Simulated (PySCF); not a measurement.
A structure optimised at TPSSh-D3(BJ)/def2-TZVPD, used in a PySCF frequency run:

```xyz
4

C      0.0000     0.0000     0.0000
H      1.0810     0.0000     0.0000
H     -0.5405    -0.9362     0.0000
H     -0.5405     0.9362     0.0000
```
Charge 0, spin multiplicity 2.

Task: Write its SMILES, formula and point group.

Result: [CH3], CH3, D3h

Task: What are its rotational constants (standard atomic weights)?

Result: 286.01, 286.01, 143.00 GHz
